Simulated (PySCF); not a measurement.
**Worked example: entropy of an ideal gas**

CH2O2, SMILES C(O)=O (connectivity only; charge and spin as stated), charge +1, multiplicity 2.

The structure is a stationary point at r2SCAN-D4/def2-TZVP. The spin state was assumed, not searched. One conformer was computed; it need not be the lowest.

r2SCAN-D4/def2-TZVP run with PySCF gives the harmonic wavenumbers 454, 712, 995, 1171, 1209, 1374, 1530, 2985, 3570 cm⁻¹ and the rotational temperatures 3.7072, 0.5867, 0.5065 K. The molar mass is 46.03 g/mol, the symmetry number 1, the spin multiplicity 2.

**Question.** Work out the entropy at 298.15 K and 1 atm in the rigid-rotor, harmonic-oscillator model.

**Answer.** 
Translation (Sackur–Tetrode at 1 atm): S = R[1.5 ln M + 2.5 ln T − 1.16487] = 156.5 J/(mol K).
Rotation: q = (√π/σ) T^1.5/√(θA θB θC) = 8690, S = R[ln q + 3/2] = 87.9 J/(mol K).
Vibration: with u = 1.4388 ν/T, each mode gives R[u/(e^u − 1) − ln(1 − e^−u)]:
| ν (cm⁻¹) | modes | u | S (J/(mol K)) |
|---|---|---|---|
| 454 | 1 | 2.19 | 3.28 |
| 712 | 1 | 3.44 | 1.22 |
| 995 | 1 | 4.80 | 0.40 |
| 1171 | 1 | 5.65 | 0.19 |
| 1209 | 1 | 5.83 | 0.17 |
| 1374 | 1 | 6.63 | 0.08 |
| 1530 | 1 | 7.38 | 0.04 |
The stiffer modes add less than 0.005 each. Sum 5.4 J/(mol K).
Spin: R ln 2 = 5.8 J/(mol K).
Total 255.5 J/(mol K); the program's own thermochemistry gives 255.5. Translation makes up 61 % and vibration 2 %. Anharmonicity, hindered rotation and orbital degeneracy are left out.
